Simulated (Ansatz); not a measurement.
## GaH$_{3}$, triplet: how well a Morse curve fills in a stretch

Starting geometry (PBE0/def2-TZVP stationary point for this spin, which needn't be the lowest; state A''):

```xyz
4

Ga    0.0000    0.0277   -0.0457
H     0.0000   -1.4776   -0.5415
H     0.4054   -0.2202    1.8512
H    -0.4054   -0.2202    1.8512
```

Atom H2 moves along the line of the distance Ga1-H2, all else staying in place. Energies are in eV from the starting point at each level.

Basis cc-pVDZ; Ansatz 0.2.0. Only valence electrons are correlated (noble-gas cores and the filled d shells of p-block atoms frozen). No spin–orbit coupling is included, and no scalar relativity.

Full CI is exact within this basis and frozen core; it isn't the basis-set limit.

```tsv
distance Ga1-H2 (Å)	full CI	PBE
1.291	0.929	0.888
1.415	0.265	0.262
1.585	0.000	0.000
1.728	0.085	0.061
1.974	0.481	0.391
2.185	?	?
2.576	1.176	1.021
2.886	1.245	1.114
3.468	1.263	1.164
4.314	1.266	1.181
5.389	1.267	1.187
```

A Morse curve E(r) = E0 + De (1 − exp(−a (r − re)))² is laid through the three points about the minimum (1.415, 1.585, 1.728 Å), with E0 + De set to the last point:

```csv
level,re (Å),a (1/Å),E0 (eV),De (eV),k = 2 De a² (eV/Å²)
full CI,1.589,2.162,0.000,1.267,11.8
PBE,1.602,2.065,-0.002,1.189,10.1
```

Question: Use the full-CI fit to predict the withheld energy at 2.185 Å.

Answer: exp(−2.162 × (2.185 − 1.589)) = 0.2757; E = 0.000 + 1.267 × (1 − 0.2757)² = 0.665 eV. Full CI in cc-pVDZ gives 0.831 eV, so the Morse form is 0.166 eV too low there (13.1 % of De). So large a miss says that the curve isn't Morse-like here, as when the state changes its character along the stretch. At the other points past the fit it misses by up to 0.19 eV (at 2.576 Å), so the curve isn't Morse-like throughout. PBE gives 0.690 eV.

Kohn–Sham is unrestricted where that lies lower.

De here is the energy of pulling rigid fragments apart in this basis, without relaxation or zero-point terms.

In so small a basis the reference is far from its limit while semilocal and hybrid functionals are nearer theirs, so the functionals' errors here hold much of the reference's basis and frozen-core error, which can add to them or hide them.
